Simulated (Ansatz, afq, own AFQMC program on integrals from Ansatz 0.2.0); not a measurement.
# O, triplet in aug-cc-pVTZ, levels against full CI

A free O atom.

Basis aug-cc-pVTZ. Noble-gas cores (and the filled d shells of Ga–Kr and In–Xe) are frozen. Ansatz 0.2.0 and our own AFQMC program on the same integrals; the CISD trial comes from CCSD amplitudes, and released means the phaseless constraint is let go. Uncertainties: one standard error, sampling alone.

Determinant: ROHF, the one that the program's search chose, which needn't be the lowest solution.

Full CI is exact in this basis; its frozen core comes from its own orbitals, which moves totals by up to a few meV.

Cautions: the released energies have errors that jump between times, so the bars are unsure, so no released level is given (meV from the phaseless value at times in 1/Eh: -3.2 ± 0.8 at 0.24, -200 ± 196 at 0.51, -6.8 ± 0.8 at 0.99, -5.8 ± 1.3 at 1.62, -6.7 ± 1.8 at 2.40), though the last usable value meets full CI within the noise; full CI with its own frozen core.

```
T1 diagnostic                               : 0.0166
weight of the determinant in the CISD state : 0.959
size of the correlated space                : 6 electrons in 45 orbitals
```

```csv
level,correlation energy (eV)
MP2,-4.1597
CCSD,-4.5943
CCSD(T),-4.6898
```

**Question.** Estimate where full CI lies against CCSD(T) in the same basis.

**Answer.** 1.0 kJ/mol below CCSD(T).

Reference: full CI, correlation energy -4.700 eV.

| level | E − E(reference) (kJ/mol) | share of correlation (%) |
| --- | --- | --- |
| CCSD(T) | 1.0 | 99.78 |
| CCSDT | 0.1 | 99.98 |
| CCSDT(Q) | -0.1 | 100.02 |
| ph-AFQMC/HF | 8.7 ± 1.7 | 98.08 |
| ph-AFQMC/CISD | 0.5 ± 0.1 | 99.89 |

CCSDT and higher add their correlation energy to the determinant of the CCSD(T) run, since their own runs factorise the integrals more tightly (a shift of under 2 meV). A walk keeps the symmetry of its determinant, which the program's search chose and which needn't be the lowest solution, so a lower state of the same spin and another symmetry isn't excluded.
